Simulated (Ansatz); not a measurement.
Cost against result

Saddle point of C₂H₃S, doublet (C₂H₂ (C#C) + HS → C₂H₃S ([CH][CH][SH]); bonds formed: C1–S3), PBE0-D4/def2-TZVP structure:

| atom | x (Å) | y (Å) | z (Å) |
| --- | --- | --- | --- |
| C1 | -0.8406 | 0.0152 | 0.1047 |
| C2 | -0.4503 | 1.0821 | -0.3240 |
| S3 | 1.0923 | -1.3972 | -0.3535 |
| H4 | -1.4490 | -0.7417 | 0.5458 |
| H5 | 0.0184 | 1.9418 | -0.7448 |
| H6 | 1.6293 | -0.9002 | 0.7719 |

Barriers are electronic and count from the start structure reached by relaxing down the imaginary mode. Spin–orbit coupling is left out.

Ansatz 0.2.0; basis: as named in each row; cores frozen in the correlated methods; orbitals are unrestricted. B3LYP uses VWN-RPA correlation. Extrapolation: Hartree–Fock as exp(−7.88 √X), correlation as X^−2.97.

Times are rough, for one single point on 2 threads of a shared host (Intel Xeon 6975P-C).

The estimate by CCSD(T) at an estimated basis limit (MP2 extrapolated from triple and quadruple zeta, plus CCSD(T) − MP2 in triple zeta) is 15.5 kJ/mol.

| method | basis | time (s) | barrier (kJ/mol) | method less estimate |
| --- | --- | --- | --- | --- |
| SPW92 | def2-TZVPP | under 1 | -11.7 | -27.2 |
| PBE-D4 | def2-TZVPP | 1 | -2.4 | -18.0 |
| BLYP-D4 | def2-TZVPP | 1 | 3.6 | -11.9 |
| PBE0-D4 | def2-TZVPP | 2 | 3.7 | -11.8 |
| B3LYP-D4 | def2-TZVPP | 2 | 8.0 | -7.5 |
| BHLYP-D4 | def2-TZVPP | 2 | 15.4 | -0.2 |
| CAM-B3LYP-D4 | def2-TZVPP | 2 | 12.4 | -3.2 |
| RPA on PBE | def2-TZVPP | 3 | 13.0 | -2.5 |
| r2SCAN-D4 | def2-TZVPP | 3 | 1.2 | -14.3 |
| PBE-QIDH | def2-TZVPP | 3 | 13.4 | -2.1 |
| r2SCAN0-D4 | def2-TZVPP | 3 | 5.6 | -9.9 |
| B2PLYP | def2-TZVPP | 4 | 13.1 | -2.4 |
| B97M-V | def2-TZVPP | 4 | 8.4 | -7.1 |
| wB97X-V | def2-TZVPP | 4 | 12.4 | -3.1 |
| wB97M-V | def2-TZVPP | 6 | 12.6 | -3.0 |
| MP2 | def2-QZVPP | 11 | 46.1 | 30.5 |
| CCSD(T) | def2-TZVPP | 24 | 15.4 | -0.2 |

All methods are single points on the PBE0-D4 structures; a negative value means that the method puts the saddle structure below the start.

The T1 diagnostic stays at or below 0.036. ⟨S²⟩ of the unrestricted Hartree–Fock references: 0.76 to 0.96 (a pure state has 0.75). The unrestricted reference is spin-contaminated, which hurts MP2 most.

Labels in which every atom is bracketed show which atoms are joined, not bond orders.
